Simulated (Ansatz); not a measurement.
## quartet AlSi: levels of theory in one basis

```
atom   x (Å)   y (Å)    z (Å)
  Al  0.0000  0.0000  -1.2096
  Si  0.0000  0.0000   1.2096
```

Basis set: def2-SVP (spherical functions). Left uncorrelated: 10 orbitals. Correlation on ROHF uses semicanonical orbitals with singles. Charge 0, multiplicity 4.

Computed with Ansatz (development build ahead of 0.2.0); each method stands on the lowest determinant of its kind that the runs found.

```tsv
method	E − E(ROHF) (eV)	<S²> of the determinant
ROHF	0.00	–
UHF	-0.06	3.77
ROHF-MP2	-2.70	–
UHF-MP2	-2.69	3.77
ROHF-CCSD(T)	-3.63	–
UHF-CCSD(T)	-3.64	3.77
```
